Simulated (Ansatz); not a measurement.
# CH4O (triplet): from Hartree-Fock to the top rungs at distance O1–H3 along a hydrogen transfer = 1.451 Å, cc-pVDZ

How much of the correlation energy of CH4O (triplet) does each wave-function method recover here?

Method: cc-pVDZ, core rule «outside noble gas», up to 2 orbitals frozen; program: Ansatz 0.2.0, Gaussian basis.

To be run: UHF; CCSD(T) on ROHF; CCSD(T) on UHF; BCCD(T) on ROHF; CISD; CCSDT(Q) on ROHF; CCSDT(Q) on UHF; CASSCF and MRCISD+Q, 4 electrons in 4 orbitals; CASSCF and NEVPT2, 4 electrons in 4 orbitals.

5 further runs of the same task are left out: 5 that didn't finish.

### Step 1. What is computed

The geometry derives from fragments relaxed apart (PBE0/def2-TZVP) and kept rigid, so it is no stationary point. A hydrogen atom is moved between rigid fragments.

6 atoms, charge 0, spin multiplicity 3.

Atoms are counted from 1 here; the program's logs count them from 0.

Bond lengths: O1–H2 0.960 Å, H3–C4 1.172 Å, C4–H5 1.079 Å, C4–H6 1.079 Å. Angles: H3–C4–H5 112.6°, H3–C4–H6 112.6°, H5–C4–H6 134.8°.

### Step 2. UHF

in.yaml reads:

```yaml
crystal:
  periodic: [false, false, false]
  atoms:
    - {symbol: O, position_ang: [-1.212117, -0.029147, 0.000000]}
    - {symbol: H, position_ang: [-1.461426, 0.897428, 0.000000]}
    - {symbol: H, position_ang: [0.238883, -0.029147, 0.000000]}
    - {symbol: C, position_ang: [1.410883, -0.029147, 0.000000]}
    - {symbol: H, position_ang: [1.825352, -0.029147, 0.996161]}
    - {symbol: H, position_ang: [1.825351, -0.029147, -0.996161]}
basis:
  gaussian: {orbitals: cc-pVDZ}
magnetization: {spin_polarized: true, initial_magnetization: 2}
hamiltonian: {xc: hf}
output: {orbitals: {seedname: orbitals}}
```

Command:

```bash
$ ansatz run in.yaml --threads 1 --pin off --events-out ev --progress --plain --max-ram 2393MiB
```

Further steps of the session: CCSD(T) on ROHF; CCSD(T) on UHF; BCCD(T) on ROHF; CISD; CCSDT(Q) on ROHF; CCSDT(Q) on UHF; CASSCF and MRCISD+Q, 4 electrons in 4 orbitals; CASSCF and NEVPT2, 4 electrons in 4 orbitals.

Before running them: what should the planned runs give, taken together? Wanted: UCCSDT(Q) below the RHF energy; RMP2 from UCCSDT(Q); UMP2 from UCCSDT(Q); RCCSD from UCCSDT(Q); RCCSD(T) from UCCSDT(Q); UCCSD(T) from UCCSDT(Q); RCCSDT(Q) from UCCSDT(Q); NEVPT2 pair from UCCSDT(Q); MRCISD+Q pair from UCCSDT(Q).

The runs gave:

| quantity | value |
| --- | --- |
| UCCSDT(Q) below the RHF energy | -9.3994 eV |
| RMP2 from UCCSDT(Q) | +1232.1 meV |
| UMP2 from UCCSDT(Q) | +1219.7 meV |
| RCCSD from UCCSDT(Q) | +200.8 meV |
| RCCSD(T) from UCCSDT(Q) | +34.9 meV |
| UCCSD(T) from UCCSDT(Q) | +34.3 meV |
| RCCSDT(Q) from UCCSDT(Q) | +1.3 meV |
| NEVPT2 pair from UCCSDT(Q) | +1158.1 meV |
| MRCISD+Q pair from UCCSDT(Q) | +123.8 meV |
| levels within 1 kcal/mol (43 meV) | RCCSD(T), UCCSD(T), BCCD(T), RCCSDT, UCCSDT, RCCSDT(Q) |
| T1 diagnostic | 0.028 |

RCCSD(T) misses by +34.9 meV, 0.4 % of the correlation energy. Of the multireference levels listed MRCISD+Q pair comes nearest in total energy (+123.8 meV), which doesn't show that its space is the better one. These misses are within one basis, not against nature; the frozen cores of restricted and unrestricted runs differ, which can shift their rows.
